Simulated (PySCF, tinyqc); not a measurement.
Inside a calculation. Method: RHF in the sto-3g basis, for HF, spin multiplicity 1. The lowest restricted solution is unstable here: a spin-polarised one lies 0.1431 hartree lower (PySCF). One step of it, computed by the program tinyqc.

Task: Iteration 2: DIIS coefficients. Solve [B -1; -1 0][c; lambda] = [0; -1] for the coefficients, which sum to one.

B (overlaps of the stored error matrices):
```
                1               2
1   2.2353609e-01  -1.0706908e-03
2  -1.0706908e-03   1.1634607e-01
```

Give: DIIS coefficients.

Result:

DIIS coefficients: 0.3433  0.6567
